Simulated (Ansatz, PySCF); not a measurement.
H₂Si, SMILES [SiH2] (connectivity only; charge and spin as stated), charge -1, multiplicity 2. Atoms are numbered in the order given.

```xyz
3

Si     0.0501    -0.0023     0.7198
H     -0.0428    -1.1232    -0.3500
H     -0.0351     1.1083    -0.3612
```
Charge -1, spin multiplicity 2.

Geometry: PBE0-D3(BJ)/def2-TZVPD. The multiplicity is an assumed one; other spin states were not compared. The isomer is the one that the SMILES or the coordinates give; other isomers of the formula were not compared.

Two levels are set side by side: PBE-D3(BJ)/def2-TZVPD (Ansatz, a quantum-chemistry and plane-wave program) and PBE0-D3(BJ)/def2-TZVPD (Ansatz). Each level has its own optimised geometry; the coordinates shown are those of the second. Frequencies come from the Hessian of PySCF at each geometry. Differences are taken from unrounded values.

```tsv
quantity	PBE0-D3(BJ)
mean bond length (Å)	1.552
bond Si1–H2 (Å)	1.552
bond Si1–H3 (Å)	1.552
highest harmonic wavenumber (cm⁻¹)	1872
mean harmonic wavenumber (cm⁻¹)	1562
zero-point energy (kcal/mol)	6.70
```

Q: What does PBE-D3(BJ) give, and how far is it from PBE0-D3(BJ)? (An estimate is asked for; the answer gives what the named calculation found.)

A: 
| quantity | PBE-D3(BJ) | PBE-D3(BJ) minus PBE0-D3(BJ) |
|---|---|---|
| mean bond length (Å) | 1.565 | 0.013 |
| bond Si1–H2 (Å) | 1.565 | 0.013 |
| bond Si1–H3 (Å) | 1.565 | 0.013 |
| highest harmonic wavenumber (cm⁻¹) | 1802 | -71 |
| mean harmonic wavenumber (cm⁻¹) | 1505 | -57 |
| zero-point energy (kcal/mol) | 6.46 | -0.25 |

GGA bonds tend to be longer and softer than those of functionals with exact exchange. Differences between two approximate levels are no errors against the true value.
